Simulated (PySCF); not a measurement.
Species: C₅H₁₁P.
SMILES: `CP(C)C1CC1`

Torsions of this conformer, `[CH3:1][P:2]([CH3:3])[CH:4]1[CH2:5][CH2:6]1`: C1–P2–C4–C5 -95°.

The closed-shell ground state was solved at several levels (PySCF, density fitting, gas phase, non-relativistic). Geometry: PBE0-D3(BJ)/def2-SVP, one conformer, isolated molecule.

```
         level  basis functions  HOMO (eV)  LUMO (eV)  gap (eV)  dipole (D)
 PBE0/pcSseg-1              164      -6.43       1.32      7.75        1.26
PBE0/def2-SVPD              212      -6.39       0.84      7.23        1.31
```

(1) Estimate the row for KT3/pcSseg-1, a basis of 164 functions; the other rows only guide the guess.

(2) Over all these levels, which gives the widest orbital gap and which the narrowest?

(3) How far do the dipole and the HOMO energy spread over the levels?

Answers

(1) HOMO -5.41 eV, LUMO 0.39 eV, gap 5.80 eV, dipole 1.14 D.

(2) PBE0/pcSseg-1 (global hybrid, 25 % exact exchange) has the widest, 7.75 eV, and KT3/pcSseg-1 (GGA) the narrowest, 5.80 eV. The two share the basis. From the narrowest to the widest the HOMO moves by -1.02 eV and the LUMO by +0.93 eV.

(3) The dipole runs from 1.14 to 1.31 D (mean 1.24 D) and the HOMO from -6.43 to -5.41 eV.
